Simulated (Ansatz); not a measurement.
# AlH5NO+ (SMILES [NH2][AlH][OH2+]): single points off equilibrium

One table from this session's results is given with a row withheld; the runs are named, their logs left out.

Method: single points in def2-TZVPP; program: Ansatz 0.2.0, Gaussian basis.

Correlated methods freeze the cores.

### Starting geometry

SMILES `[NH2][AlH][OH2+]`, 8 atoms, charge 1, spin multiplicity 1.

Atoms are counted from 1 here; the program's logs count them from 0.

Bond lengths: N1–Al2 1.763 Å, N1–H4 0.833 Å, N1–H5 1.160 Å, Al2–O3 1.742 Å, Al2–H6 1.721 Å, O3–H7 0.951 Å, O3–H8 1.173 Å. Angles: Al2–N1–H4 145.4°, Al2–N1–H5 110.2°, H4–N1–H5 104.3°, N1–Al2–O3 113.8°, N1–Al2–H6 149.4°, O3–Al2–H6 94.3°, Al2–O3–H7 132.2°, Al2–O3–H8 113.5°, H7–O3–H8 111.5°.

Coordinates:

```xyz
8
AlH5NO
N    -0.9693    0.6007   -1.0705
Al    0.0785    0.5895    0.3473
O     0.8748   -0.9355    0.6193
H    -1.1801    0.2009   -1.7700
H    -1.7335    1.4708   -0.9964
H     1.0574    1.4490    1.4713
H     1.4812   -1.2278    1.2905
H     0.3441   -1.8408    0.0946
```

Set-up of the first run:

Contents of run/in.yaml:

```yaml
crystal:
  periodic: [false, false, false]
  atoms:
    - {symbol: N, position_ang: [-0.969300, 0.600700, -1.070500]}
    - {symbol: Al, position_ang: [0.078500, 0.589500, 0.347300]}
    - {symbol: O, position_ang: [0.874800, -0.935500, 0.619300]}
    - {symbol: H, position_ang: [-1.180100, 0.200900, -1.770000]}
    - {symbol: H, position_ang: [-1.733500, 1.470800, -0.996400]}
    - {symbol: H, position_ang: [1.057400, 1.449000, 1.471300]}
    - {symbol: H, position_ang: [1.481200, -1.227800, 1.290500]}
    - {symbol: H, position_ang: [0.344100, -1.840800, 0.094600]}
basis:
  gaussian: {orbitals: def2-TZVPP}
total_charge: 1
correlation: {method: ccsd_t}
output: {forces: true}
```

No record of the launch command was kept for these runs.

Among the steps run: CCSD(T)/def2-TZVPP; PBE0-D4/def2-TZVPP; wB97M-V/def2-TZVPP; r2SCAN-D4/def2-TZVPP; PBE-D4/def2-TZVPP; SPW92/def2-TZVPP; revPBE-D4/def2-TZVPP.

One of the session's tables, all rows but one given; the rest of the session is left out.

```
   method  RMS force component (eV/Å)  angle to CCSD(T) forces (°)
  CCSD(T)                       5.003                    reference
  PBE0-D4                       5.026                          0.8
  wB97M-V                       5.000                          0.5
r2SCAN-D4                       4.972                          1.0
   PBE-D4                       4.986                          2.3
    SPW92                           ?                            ?
revPBE-D4                       4.976                          2.3
```

Estimate the missing values for SPW92.

The run gave: RMS force component (eV/Å): 5.068; angle to CCSD(T) forces (°): 4.1. In the column «RMS force component (eV/Å)» it is the highest.
